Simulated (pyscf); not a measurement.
Single points on ωB97X-D3(BJ)/def2-SVP structures (PySCF, gas phase).

### Question
For the elementary gas-phase step Cl–Al(Cl)–SeH + hydrogen chloride (HCl) → H₂Se + aluminium trichloride (Cl–Al(Cl)–Cl) (singlet surface; Al–Se, Cl–H broken, H–Se, Al–Cl formed), what barrier and reaction energy does ωB97M-D3(BJ)/def2-TZVP give, measured from the separated reactants?

### Answer
ΔE‡ = -4.9 kcal/mol, ΔE = -9.5 kcal/mol. Zero-point energy shifts the barrier by -0.1 kcal/mol. It is a four-centre exchange, with an imaginary mode of 403i cm⁻¹. On the reactant side the descent ends in an adduct with a Al–Cl contact, 10.5 kcal/mol under the separated species and 2.1 kcal/mol under the saddle at ωB97X-D3(BJ)/def2-TZVP. On the product side the descent ends in an adduct with a Al–Se contact, 22.9 kcal/mol under the separated species and 21.6 kcal/mol under the saddle at ωB97X-D3(BJ)/def2-TZVP. At ωB97M-D3(BJ) the saddle lies under the separated reactants, which points to a path from their complex (located at ωB97X-D3(BJ) alone). What is counted as formed (Al–Cl) is already present as a longer contact in the reactant adduct; forming that adduct is a step of its own. What is counted as broken (Al–Se) persists as a longer contact in the product adduct; parting that adduct is a step of its own. At ωB97X-D3(BJ) the barrier from the zero used here is -8.4 kcal/mol. One saddle was located; it need not be the lowest between these sides. Elements up to Kr have no core potential and no relativistic terms here.
